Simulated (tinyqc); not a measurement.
Worked calculation (part 2 of 3): UHF in the sto-3g basis, for OH+, spin multiplicity 3. Computed by tinyqc, a small Python program that keeps every step (integrals from PySCF). Command: `OMP_NUM_THREADS=1 python tinyqc.py 22324 22325 out.jsonl` (the two numbers bound the seeds that draw the settings). One thread of a shared host (Intel(R) Xeon(R) Processor @ 2.60GHz), about 0.3 s of CPU time with the checks.

Geometry (angstrom):
```
atom         x         y         z
O     0.000000  0.000000  0.000000
H     0.000000  0.000000  1.917000
```

## Iteration 2: diagonalisation and new density

extrapolated F(alpha) (hartree):
```
             1O 1s      1O 2s     1O 2px     1O 2py     1O 2pz      2H 1s
1O 1s   -20.823522  -5.320249   0.000000   0.000000  -0.005994  -0.140213
1O 2s    -5.320249  -2.964423   0.000000   0.000000  -0.038117  -0.225206
1O 2px    0.000000   0.000000  -0.958995   0.000000   0.000000   0.000000
1O 2py    0.000000   0.000000   0.000000  -0.958995   0.000000   0.000000
1O 2pz   -0.005994  -0.038117   0.000000   0.000000  -0.834874  -0.242767
2H 1s    -0.140213  -0.225206   0.000000   0.000000  -0.242767  -0.432097
```

extrapolated F(beta) (hartree):
```
             1O 1s      1O 2s     1O 2px     1O 2py     1O 2pz      2H 1s
1O 1s   -20.772118  -5.241308   0.000000   0.000000  -0.005930  -0.137893
1O 2s    -5.241308  -2.587931   0.000000   0.000000  -0.028610  -0.219499
1O 2px    0.000000   0.000000  -0.027056   0.000000   0.000000   0.000000
1O 2py    0.000000   0.000000   0.000000  -0.027056   0.000000   0.000000
1O 2pz   -0.005930  -0.028610   0.000000   0.000000  -0.671998  -0.274548
2H 1s    -0.137893  -0.219499   0.000000   0.000000  -0.274548  -0.497424
```

X:
```
            1O 1s      1O 2s    1O 2px    1O 2py     1O 2pz      2H 1s
1O 1s    1.021975  -0.123120  0.000000  0.000000  -0.000455   0.005247
1O 2s   -0.123120   1.025159  0.000000  0.000000   0.003436  -0.046537
1O 2px   0.000000   0.000000  1.000000  0.000000   0.000000   0.000000
1O 2py   0.000000   0.000000  0.000000  1.000000   0.000000   0.000000
1O 2pz  -0.000455   0.003436  0.000000  0.000000   1.003635  -0.049461
2H 1s    0.005247  -0.046537  0.000000  0.000000  -0.049461   1.006764
```

D(alpha) after iteration 1:
```
            1O 1s      1O 2s    1O 2px    1O 2py     1O 2pz      2H 1s
1O 1s    1.059467  -0.251377  0.000000  0.000000   0.000277   0.004803
1O 2s   -0.251377   1.062651  0.000000  0.000000  -0.001403  -0.021533
1O 2px   0.000000   0.000000  1.000000  0.000000   0.000000   0.000000
1O 2py   0.000000   0.000000  0.000000  1.000000   0.000000   0.000000
1O 2pz   0.000277  -0.001403  0.000000  0.000000   0.983094   0.025565
2H 1s    0.004803  -0.021533  0.000000  0.000000   0.025565   0.012601
```

D(beta) after iteration 1:
```
            1O 1s      1O 2s    1O 2px    1O 2py     1O 2pz      2H 1s
1O 1s    1.059432  -0.251212  0.000000  0.000000   0.001074   0.004017
1O 2s   -0.251212   1.061902  0.000000  0.000000  -0.005200  -0.018554
1O 2px   0.000000   0.000000  0.000000  0.000000   0.000000   0.000000
1O 2py   0.000000   0.000000  0.000000  0.000000   0.000000   0.000000
1O 2pz   0.001074  -0.005200  0.000000  0.000000   0.966389   0.048513
2H 1s    0.004017  -0.018554  0.000000  0.000000   0.048513   0.024998
```

overlap S:
```
           1O 1s     1O 2s    1O 2px    1O 2py    1O 2pz     2H 1s
1O 1s   1.000000  0.236704  0.000000  0.000000  0.000000  0.006067
1O 2s   0.236704  1.000000  0.000000  0.000000  0.000000  0.089857
1O 2px  0.000000  0.000000  1.000000  0.000000  0.000000  0.000000
1O 2py  0.000000  0.000000  0.000000  1.000000  0.000000  0.000000
1O 2pz  0.000000  0.000000  0.000000  0.000000  1.000000  0.097816
2H 1s   0.006067  0.089857  0.000000  0.000000  0.097816  1.000000
```

Diagonalise F' = X^T F X, C = X C', fill 5 alpha and 3 beta electrons from the bottom; D(s) = C_occ C_occ^T; the new density keeps 0.7 of the old one (damping). Each column has its largest component positive (the first on a tie).

F' = X^T F X (alpha) (hartree):
```
            1          2          3          4          5          6
1  -20.456064  -2.655939   0.000000   0.000000  -0.004564   0.009454
2   -2.655939  -2.069350   0.000000   0.000000  -0.027250  -0.098841
3    0.000000   0.000000  -0.958995   0.000000   0.000000   0.000000
4    0.000000   0.000000   0.000000  -0.958995   0.000000   0.000000
5   -0.004564  -0.027250   0.000000   0.000000  -0.818120  -0.182058
6    0.009454  -0.098841   0.000000   0.000000  -0.182058  -0.400774
```

orbital energies (alpha) (hartree): MO1 -20.832029, MO2 -1.702828, MO3 -0.958995, MO4 -0.958995, MO5 -0.882077, MO6 -0.327374

coefficients C (alpha):
```
              MO1        MO2       MO3        MO4        MO5        MO6
1O 1s    0.994631  -0.263581  0.000000   0.000000   0.019980   0.021285
1O 2s    0.021771   1.023992  0.000000   0.000000  -0.086926  -0.108156
1O 2px   0.000000   0.000000  0.054792   0.998498   0.000000   0.000000
1O 2py   0.000000   0.000000  0.998498  -0.054792   0.000000   0.000000
1O 2pz   0.000440   0.046134  0.000000   0.000000   0.924066  -0.392066
2H 1s   -0.001123   0.034002  0.000000   0.000000   0.299149   0.963102
```

F' = X^T F X (beta) (hartree):
```
            1          2          3          4          5          6
1  -20.416519  -2.626066   0.000000   0.000000  -0.005882   0.009497
2   -2.626066  -1.693404   0.000000   0.000000  -0.014593  -0.107978
3    0.000000   0.000000  -0.027056   0.000000   0.000000   0.000000
4    0.000000   0.000000   0.000000  -0.027056   0.000000   0.000000
5   -0.005882  -0.014593   0.000000   0.000000  -0.650994  -0.219551
6    0.009497  -0.107978   0.000000   0.000000  -0.219551  -0.463112
```

orbital energies (beta) (hartree): MO1 -20.777876, MO2 -1.347856, MO3 -0.786843, MO4 -0.311454, MO5 -0.027056, MO6 -0.027056

coefficients C (beta):
```
              MO1        MO2        MO3        MO4        MO5       MO6
1O 1s    0.995652  -0.257701   0.034795   0.025988   0.000000  0.000000
1O 2s    0.017767   1.014550  -0.151570  -0.125246   0.000000  0.000000
1O 2px   0.000000   0.000000   0.000000   0.000000  -0.002620  0.999997
1O 2py   0.000000   0.000000   0.000000   0.000000   0.999997  0.002620
1O 2pz   0.000397   0.059269   0.816609  -0.582563   0.000000  0.000000
2H 1s   -0.000897   0.088010   0.495564   0.874576   0.000000  0.000000
```

D(alpha) after iteration 2:
```
            1O 1s      1O 2s    1O 2px    1O 2py     1O 2pz      2H 1s
1O 1s    1.059377  -0.250960  0.000000  0.000000   0.002216   0.002131
1O 2s   -0.250960   1.060833  0.000000  0.000000  -0.010905  -0.012436
1O 2px   0.000000   0.000000  1.000000  0.000000   0.000000   0.000000
1O 2py   0.000000   0.000000  0.000000  1.000000   0.000000   0.000000
1O 2pz   0.002216  -0.010905  0.000000  0.000000   0.944974   0.101296
2H 1s    0.002131  -0.012436  0.000000  0.000000   0.101296   0.036015
```

D(beta) after iteration 2:
```
            1O 1s      1O 2s    1O 2px    1O 2py     1O 2pz      2H 1s
1O 1s    1.059285  -0.250558  0.000000  0.000000   0.004812   0.000913
1O 2s   -0.250558   1.059112  0.000000  0.000000  -0.022730  -0.008739
1O 2px   0.000000   0.000000  0.000000  0.000000   0.000000   0.000000
1O 2py   0.000000   0.000000  0.000000  0.000000   0.000000   0.000000
1O 2pz   0.004812  -0.022730  0.000000  0.000000   0.877581   0.156928
2H 1s    0.000913  -0.008739  0.000000  0.000000   0.156928   0.093498
```

Within a degenerate level the vectors are fixed only up to a rotation; this is one choice.

## Iteration 3: building the Fock matrix

core Hamiltonian H = T + V (hartree):
```
             1O 1s      1O 2s     1O 2px     1O 2py     1O 2pz      2H 1s
1O 1s   -31.891299  -7.416431   0.000000   0.000000  -0.003870  -0.191857
1O 2s    -7.416431  -8.519834   0.000000   0.000000  -0.048855  -0.556302
1O 2px    0.000000   0.000000  -6.720519   0.000000   0.000000   0.000000
1O 2py    0.000000   0.000000   0.000000  -6.720519   0.000000   0.000000
1O 2pz   -0.003870  -0.048855   0.000000   0.000000  -6.739258  -0.494705
2H 1s    -0.191857  -0.556302   0.000000   0.000000  -0.494705  -2.673663
```

Two-electron integrals (ij|kl) in chemists' order, unique and non-zero (hartree):
```
(11|11) 4.785065   (21|11) 0.741380   (21|21) 0.136873   (22|11) 1.118947
(22|21) 0.256633   (22|22) 0.817206   (31|31) 0.024477   (32|31) 0.037809
(32|32) 0.180518   (33|11) 1.115814   (33|21) 0.256684   (33|22) 0.817023
(33|33) 0.880159   (41|41) 0.024477   (42|41) 0.037809   (42|42) 0.180518
(43|43) 0.047444   (44|11) 1.115814   (44|21) 0.256684   (44|22) 0.817023
(44|33) 0.785270   (44|44) 0.880159   (51|51) 0.024477   (52|51) 0.037809
(52|52) 0.180518   (53|53) 0.047444   (54|54) 0.047444   (55|11) 1.115814
(55|21) 0.256684   (55|22) 0.817023   (55|33) 0.785270   (55|44) 0.785270
(55|55) 0.880159   (61|11) 0.019207   (61|21) 0.003520   (61|22) 0.006572
(61|33) 0.006563   (61|44) 0.006563   (61|51) 0.000158   (61|52) 0.000299
(61|55) 0.006592   (61|61) 0.000092   (62|11) 0.061898   (62|21) 0.014442
(62|22) 0.053108   (62|33) 0.052217   (62|44) 0.052217   (62|51) 0.001073
(62|52) 0.009258   (62|55) 0.054836   (62|61) 0.000379   (62|62) 0.004966
(63|31) 0.001308   (63|32) 0.008339   (63|53) 0.001841   (63|63) 0.000626
(64|41) 0.001308   (64|42) 0.008339   (64|54) 0.001841   (64|64) 0.000626
(65|11) 0.054264   (65|21) 0.012796   (65|22) 0.050206   (65|33) 0.048300
(65|44) 0.048300   (65|51) 0.002008   (65|52) 0.015476   (65|55) 0.053963
(65|61) 0.000345   (65|62) 0.005681   (65|65) 0.007019   (66|11) 0.275876
(66|21) 0.065295   (66|22) 0.275398   (66|33) 0.269495   (66|44) 0.269495
(66|51) 0.003843   (66|52) 0.047966   (66|55) 0.287143   (66|61) 0.001708
(66|62) 0.037108   (66|65) 0.049340   (66|66) 0.774606
```

nuclear repulsion = 2.20835560 hartree

J_ij = sum D_kl (ij|kl) with D = D(alpha) + D(beta), K_ij = sum D_kl (ik|jl) for each spin; F = H + J - K(s); E = tr D H + tr D J / 2 - 0.5 sum_s tr D(s) K(s) + E_nn.

Coulomb J (hartree):
```
            1O 1s     1O 2s    1O 2px    1O 2py     1O 2pz     2H 1s
1O 1s   16.092918  2.973157  0.000000  0.000000  -0.000709  0.076599
1O 2s    2.973157  7.028190  0.000000  0.000000   0.002203  0.440540
1O 2px   0.000000  0.000000  6.992915  0.000000   0.000000  0.000000
1O 2py   0.000000  0.000000  0.000000  6.992915   0.000000  0.000000
1O 2pz  -0.000709  0.002203  0.000000  0.000000   7.076065  0.412279
2H 1s    0.076599  0.440540  0.000000  0.000000   0.412279  2.286216
```

exchange K(alpha) (hartree):
```
           1O 1s      1O 2s    1O 2px    1O 2py     1O 2pz     2H 1s
1O 1s   4.914388   0.853862  0.000000  0.000000   0.000152  0.023990
1O 2s   0.853862   1.415527  0.000000  0.000000  -0.003608  0.088901
1O 2px  0.000000   0.000000  1.171085  0.000000   0.000000  0.000000
1O 2py  0.000000   0.000000  0.000000  1.171085   0.000000  0.000000
1O 2pz  0.000152  -0.003608  0.000000  0.000000   1.135879  0.094488
2H 1s   0.023990   0.088901  0.000000  0.000000   0.094488  0.049915
```

exchange K(beta) (hartree):
```
           1O 1s      1O 2s    1O 2px    1O 2py     1O 2pz     2H 1s
1O 1s   4.863707   0.775787  0.000000  0.000000   0.000110  0.021454
1O 2s   0.775787   1.042785  0.000000  0.000000  -0.010199  0.076502
1O 2px  0.000000   0.000000  0.240300  0.000000   0.000000  0.000000
1O 2py  0.000000   0.000000  0.000000  0.240300   0.000000  0.000000
1O 2pz  0.000110  -0.010199  0.000000  0.000000   0.987908  0.105739
2H 1s   0.021454   0.076502  0.000000  0.000000   0.105739  0.098336
```

F(alpha) (hartree):
```
             1O 1s      1O 2s     1O 2px     1O 2py     1O 2pz      2H 1s
1O 1s   -20.712770  -5.297136   0.000000   0.000000  -0.004732  -0.139248
1O 2s    -5.297136  -2.907171   0.000000   0.000000  -0.043044  -0.204662
1O 2px    0.000000   0.000000  -0.898689   0.000000   0.000000   0.000000
1O 2py    0.000000   0.000000   0.000000  -0.898689   0.000000   0.000000
1O 2pz   -0.004732  -0.043044   0.000000   0.000000  -0.799072  -0.176913
2H 1s    -0.139248  -0.204662   0.000000   0.000000  -0.176913  -0.437362
```

F(beta) (hartree):
```
             1O 1s      1O 2s    1O 2px    1O 2py     1O 2pz      2H 1s
1O 1s   -20.662088  -5.219061  0.000000  0.000000  -0.004690  -0.136712
1O 2s    -5.219061  -2.534429  0.000000  0.000000  -0.036453  -0.192263
1O 2px    0.000000   0.000000  0.032095  0.000000   0.000000   0.000000
1O 2py    0.000000   0.000000  0.000000  0.032095   0.000000   0.000000
1O 2pz   -0.004690  -0.036453  0.000000  0.000000  -0.651101  -0.188164
2H 1s    -0.136712  -0.192263  0.000000  0.000000  -0.188164  -0.485783
```

total energy of this density = -73.83313731 hartree

This density is a damped mixture and is not idempotent.

## Iteration 3: DIIS over 3 matrices

error matrix X^T (FDS - SDF) X (alpha):
```
           1          2         3         4          5          6
1   0.000000   0.000164  0.000000  0.000000  -0.000044  -0.011177
2  -0.000164   0.000000  0.000000  0.000000   0.001386   0.024476
3   0.000000   0.000000  0.000000  0.000000   0.000000   0.000000
4   0.000000   0.000000  0.000000  0.000000   0.000000   0.000000
5   0.000044  -0.001386  0.000000  0.000000   0.000000   0.047702
6   0.011177  -0.024476  0.000000  0.000000  -0.047702   0.000000
```

B (overlaps of the stored error matrices):
```
               1              2              3
1  3.2671243e-02  3.0093361e-02  2.2887459e-02
2  3.0093361e-02  2.7977096e-02  2.1441267e-02
3  2.2887459e-02  2.1441267e-02  1.6608286e-02
```

Minimise |sum c_i e_i|^2 with sum c_i = 1: solve [B -1; -1 0][c; lambda] = [0; -1] with B_ij = tr e_i^T e_j summed over both spins, and take F = sum c_i F_i.

DIIS coefficients: 2.301631  -6.045500  4.743870

extrapolated F(alpha) (hartree):
```
             1O 1s      1O 2s     1O 2px     1O 2py     1O 2pz      2H 1s
1O 1s   -20.974418  -5.353946   0.000000   0.000000  -0.006305  -0.141016
1O 2s    -5.353946  -3.058969   0.000000   0.000000  -0.032322  -0.220540
1O 2px    0.000000   0.000000  -1.053281   0.000000   0.000000   0.000000
1O 2py    0.000000   0.000000   0.000000  -1.053281   0.000000   0.000000
1O 2pz   -0.006305  -0.032322   0.000000   0.000000  -0.916251  -0.214308
2H 1s    -0.141016  -0.220540   0.000000   0.000000  -0.214308  -0.360035
```

extrapolated F(beta) (hartree):
```
             1O 1s      1O 2s     1O 2px     1O 2py     1O 2pz      2H 1s
1O 1s   -20.919923  -5.270271   0.000000   0.000000  -0.006177  -0.138459
1O 2s    -5.270271  -2.659134   0.000000   0.000000  -0.011348  -0.212284
1O 2px    0.000000   0.000000  -0.115281   0.000000   0.000000   0.000000
1O 2py    0.000000   0.000000   0.000000  -0.115281   0.000000   0.000000
1O 2pz   -0.006177  -0.011348   0.000000   0.000000  -0.643149  -0.243076
2H 1s    -0.138459  -0.212284   0.000000   0.000000  -0.243076  -0.522347
```

## Iteration 3: diagonalisation and new density

As before.

F' = X^T F X (alpha) (hartree):
```
            1          2          3          4          5          6
1  -20.606631  -2.660765   0.000000   0.000000  -0.005371   0.008732
2   -2.660765  -2.162762   0.000000   0.000000  -0.023253  -0.093178
3    0.000000   0.000000  -1.053281   0.000000   0.000000   0.000000
4    0.000000   0.000000   0.000000  -1.053281   0.000000   0.000000
5   -0.005371  -0.023253   0.000000   0.000000  -0.902702  -0.153013
6    0.008732  -0.093178   0.000000   0.000000  -0.153013  -0.331378
```

orbital energies (alpha) (hartree): MO1 -20.982812, MO2 -1.793735, MO3 -1.053281, MO4 -1.053281, MO5 -0.938806, MO6 -0.288118

coefficients C (alpha):
```
              MO1        MO2       MO3        MO4        MO5        MO6
1O 1s    0.994677  -0.263882  0.000000   0.000000   0.013998   0.020169
1O 2s    0.021594   1.026232  0.000000   0.000000  -0.060911  -0.104684
1O 2px   0.000000   0.000000  0.999586  -0.028757   0.000000   0.000000
1O 2py   0.000000   0.000000  0.028757   0.999586   0.000000   0.000000
1O 2pz   0.000450   0.036770  0.000000   0.000000   0.961921  -0.288268
2H 1s   -0.001122   0.019534  0.000000   0.000000   0.192498   0.990341
```

F' = X^T F X (beta) (hartree):
```
            1          2          3          4          5          6
1  -20.564695  -2.629167   0.000000   0.000000  -0.008041   0.008179
2   -2.629167  -1.763801   0.000000   0.000000   0.001161  -0.096810
3    0.000000   0.000000  -0.115281   0.000000   0.000000   0.000000
4    0.000000   0.000000   0.000000  -0.115281   0.000000   0.000000
5   -0.008041   0.001161   0.000000   0.000000  -0.625004  -0.188624
6    0.008179  -0.096810   0.000000   0.000000  -0.188624  -0.492184
```

orbital energies (beta) (hartree): MO1 -20.925447, MO2 -1.413683, MO3 -0.754141, MO4 -0.352414, MO5 -0.115281, MO6 -0.115281

coefficients C (beta):
```
              MO1        MO2        MO3        MO4       MO5        MO6
1O 1s    0.995752  -0.258737   0.023316   0.024636  0.000000   0.000000
1O 2s    0.017370   1.020888  -0.107228  -0.119481  0.000000   0.000000
1O 2px   0.000000   0.000000   0.000000   0.000000  0.999984  -0.005617
1O 2py   0.000000   0.000000   0.000000   0.000000  0.005617   0.999984
1O 2pz   0.000392   0.021457   0.797754  -0.610632  0.000000   0.000000
2H 1s   -0.000894   0.062466   0.529314   0.856818  0.000000   0.000000
```

D(alpha) after iteration 3:
```
            1O 1s      1O 2s    1O 2px    1O 2py     1O 2pz      2H 1s
1O 1s    1.059327  -0.250725  0.000000  0.000000   0.002814   0.000419
1O 2s   -0.250725   1.059782  0.000000  0.000000  -0.013888  -0.006216
1O 2px   0.000000   0.000000  1.000000  0.000000   0.000000   0.000000
1O 2py   0.000000   0.000000  0.000000  1.000000   0.000000   0.000000
1O 2pz   0.002814  -0.013888  0.000000  0.000000   0.939475   0.126673
2H 1s    0.000419  -0.006216  0.000000  0.000000   0.126673   0.036442
```

D(beta) after iteration 3:
```
            1O 1s      1O 2s    1O 2px    1O 2py     1O 2pz      2H 1s
1O 1s    1.059203  -0.250195  0.000000  0.000000   0.007400  -0.000774
1O 2s   -0.250195   1.057582  0.000000  0.000000  -0.035000  -0.004018
1O 2px   0.000000   0.000000  0.000000  0.000000   0.000000   0.000000
1O 2py   0.000000   0.000000  0.000000  0.000000   0.000000   0.000000
1O 2pz   0.007400  -0.035000  0.000000  0.000000   0.805368   0.236930
2H 1s   -0.000774  -0.004018  0.000000  0.000000   0.236930   0.150671
```

Within a degenerate level the vectors are fixed only up to a rotation; this is one choice.
